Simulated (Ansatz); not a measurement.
# C₃H₉O+: small, medium and large basis sets

The task here is to estimate one member of a computed series from the others.

The runs use Ansatz 0.2.0, Gaussian basis; one geometry, several basis sets.

Levels to be run: PBE0-D4/def2-SVP; ωB97M-V/def2-SVP; PBE0-D4/def2-QZVPP; ωB97M-V/def2-QZVPP; the functionals' def2-TZVPP values are taken from earlier runs.

**Structure used throughout**

An earlier PBE0-D4 in a triple-zeta def2 set relaxation fixed the geometry.

SMILES `C[O+](C)C`, 13 atoms, charge 1, spin multiplicity 1.

Atoms are counted from 1 here; the program's logs count them from 0.

Bond lengths: C1–O2 1.464 Å, C1–H5 1.087 Å, C1–H6 1.087 Å, C1–H7 1.090 Å, O2–C3 1.464 Å, O2–C4 1.464 Å, C3–H8 1.087 Å, C3–H9 1.090 Å, C3–H10 1.087 Å, C4–H11 1.087 Å, C4–H12 1.087 Å, C4–H13 1.090 Å. Angles: O2–C1–H5 106.5°, O2–C1–H6 106.5°, O2–C1–H7 109.1°, H5–C1–H6 110.8°, H5–C1–H7 111.9°, H6–C1–H7 111.9°, C1–O2–C3 113.9°, C1–O2–C4 113.8°, C3–O2–C4 113.9°, O2–C3–H8 106.5°, O2–C3–H9 109.1°, O2–C3–H10 106.5°, H8–C3–H9 111.9°, H8–C3–H10 110.8°, H9–C3–H10 111.9°, O2–C4–H11 106.5°, O2–C4–H12 106.5°, O2–C4–H13 109.1° and more.

The first run:

The input, in.yaml:

```yaml
crystal:
  periodic: [false, false, false]
  atoms:
    - {symbol: C, position_ang: [-0.494743, 1.015485, -0.855295]}
    - {symbol: O, position_ang: [-0.350697, -0.022162, 0.167625]}
    - {symbol: C, position_ang: [0.557343, 0.342247, 1.256911]}
    - {symbol: C, position_ang: [-0.115553, -1.361088, -0.376290]}
    - {symbol: H, position_ang: [-1.282258, 0.680502, -1.524852]}
    - {symbol: H, position_ang: [-0.790362, 1.922213, -0.334576]}
    - {symbol: H, position_ang: [0.455934, 1.137450, -1.375369]}
    - {symbol: H, position_ang: [0.198736, 1.288343, 1.653145]}
    - {symbol: H, position_ang: [1.570912, 0.424866, 0.863222]}
    - {symbol: H, position_ang: [0.475525, -0.444335, 2.002088]}
    - {symbol: H, position_ang: [-0.924499, -1.555926, -1.075105]}
    - {symbol: H, position_ang: [-0.158574, -2.047172, 0.465215]}
    - {symbol: H, position_ang: [0.858235, -1.380423, -0.866698]}
basis:
  gaussian: {orbitals: def2-SVP}
total_charge: 1
hamiltonian: {xc: pbe0, dispersion: d4}
output: {orbitals: {seedname: orbitals}}
```

Among the steps run: PBE0-D4 in def2-SVP; ωB97M-V in def2-SVP; PBE0-D4 in def2-QZVPP; ωB97M-V in def2-QZVPP.

One table of the session follows, with a row left open; its other results are not shown here.

It belongs to the step «Density functionals: the series». 

```
functional       basis  HOMO (eV)  LUMO (eV)
   PBE0-D4    def2-SVP          ?          ?
   PBE0-D4  def2-TZVPP     -15.16      -4.75
   PBE0-D4  def2-QZVPP     -15.17      -4.80
   ωB97M-V    def2-SVP     -17.63      -2.36
   ωB97M-V  def2-TZVPP     -17.58      -2.76
   ωB97M-V  def2-QZVPP     -17.58      -2.96
```

Estimate the missing values for PBE0-D4, def2-SVP.

The run gave: HOMO (eV): -15.22; LUMO (eV): -4.46. In the column «HOMO (eV)» it lies between ωB97M-V, def2-QZVPP (-17.58) and PBE0-D4, def2-QZVPP (-15.17).
